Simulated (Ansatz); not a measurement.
Species: CH4N, net charge 0, doublet state. It need not be the lowest isomer of its formula. 
Geometry from a B3LYP-D3(BJ)/def2-TZVP (Ansatz, a first-principles code) optimisation:
```xyz
6

C      0.0571     0.6220     0.0514
N     -0.0053    -0.8134     0.0521
H     -0.9486     1.0689     0.0351
H     -0.5105    -1.0936    -0.7957
H      0.5859     0.9841     0.9335
H      0.5674     1.0026    -0.8464
```
Charge 0, spin multiplicity 2.

Parts of the frozen-core correlation energy in 6-31G (Ansatz, hartree). Frozen orbitals: 2; correlated occupied orbitals by spin: 7 and 6; virtual: 17 and 18. Open shells are spin-unrestricted. Spin-orbit coupling is left out. Non-relativistic.

```tsv
term	value
reference (HF)	-94.54734
MP2 opposite-spin	-0.13883
MP2 same-spin	-0.03601
CCSD correlation	-0.20252
(T)	-0.00348
T1 diagnostic	0.011
largest doubles amplitude	0.037
<S^2> of the reference	0.759
```
